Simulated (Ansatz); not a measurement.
```yaml
crystal:
  periodic: [false, false, false]
  atoms:
    - {symbol: Al, position_ang: [-0.349571, -0.421100, -1.529372]}
    - {symbol: N, position_ang: [-0.259353, -0.172638, 0.450344]}
    - {symbol: C, position_ang: [0.489467, 0.656670, 1.324053]}
    - {symbol: H, position_ang: [0.034460, -1.433978, 0.819007]}
    - {symbol: H, position_ang: [-1.073629, -0.692862, 0.780714]}
    - {symbol: H, position_ang: [0.310524, 0.803771, 2.130319]}
    - {symbol: H, position_ang: [1.521245, 0.717525, 0.809638]}
    - {symbol: H, position_ang: [0.038025, 1.896346, 0.569014]}
    - {symbol: H, position_ang: [1.495028, -0.431423, -1.729118]}
    - {symbol: H, position_ang: [-1.000231, 0.966322, -1.746048]}
    - {symbol: H, position_ang: [-1.352065, -1.816852, -1.632172]}
basis:
  gaussian: {orbitals: aug-cc-pVDZ}
magnetization: {spin_polarized: false, initial_magnetization: 2}
hamiltonian: {xc: {name: SPW92}}
scf: {lower_state_search: off}
output: {forces: true}
```

```sh
$ ansatz run in.yaml --threads 4 --pin off --events-out ev --progress --plain --max-ram 3916MiB
```

Output, abridged:

```
Functional definition: SPW92
1324 factors; their error is unknown
mean field evaluation 1: about -9171.3958 eV, gradient 8.4e1 eV
mean field evaluation 2: about -9007.7669 eV, gradient 2.0e2 eV
mean field evaluation 4: about -9181.5802 eV, gradient 4.5e1 eV
mean field evaluation 8: about -9190.5725 eV, gradient 9.4e0 eV
mean field evaluation 16: about -9191.5479 eV, gradient 2.7e-1 eV
mean field -9191.50649772 eV, -337.7816335645 hartree, gradient 3.1e-6 eV, S^2 2.000000; 0 other end points of the search recorded, 0 dependent functions left out
reference -9191.50659029 eV, -337.7816369663 hartree; 18, 16 occupied and 127, 129 virtual orbitals, 1324 factors
Total energy: -9191.50659029 eV, -337.7816369663 hartree
Atom 0 at    -0.349571    -0.421100    -1.529372 Å, force     0.528913    -2.008071     0.972605 eV/Å
Atom 1 at    -0.259353    -0.172638     0.450344 Å, force    -0.194576    -0.836289    -1.024436 eV/Å
Atom 2 at     0.489467     0.656670     1.324053 Å, force     3.914572     0.403150   -23.382394 eV/Å
Atom 3 at     0.034460    -1.433978     0.819007 Å, force     1.043542    -0.844046     0.054978 eV/Å
Atom 4 at    -1.073629    -0.692862     0.780714 Å, force    -1.302105     0.595525     0.872335 eV/Å
Atom 5 at     0.310524     0.803771     2.130319 Å, force    -4.004021     2.947369    19.100010 eV/Å
Atom 6 at     1.521245     0.717525     0.809638 Å, force    -0.796238    -0.071448     1.572976 eV/Å
Atom 7 at     0.038025     1.896346     0.569014 Å, force     1.200544    -2.428348     2.300986 eV/Å
Atom 8 at     1.495028    -0.431423    -1.729118 Å, force    -0.928223     0.167091    -0.009200 eV/Å
Atom 9 at    -1.000231     0.966322    -1.746048 Å, force    -0.243166     1.179728    -0.495297 eV/Å
Atom 10 at    -1.352065    -1.816852    -1.632172 Å, force     0.780757     0.895338     0.037436 eV/Å
Dipole moment:     0.098930     0.654748     0.088274 e Å
Checks for a lower state left out: stability, starts, cluster_reference, orbital_swaps, neighbouring_geometries, increment
```

Run time 1.4 s (4 threads of Arm Neoverse V2 on a shared host).

With spin_polarized false and unpaired electrons the run is restricted open-shell.
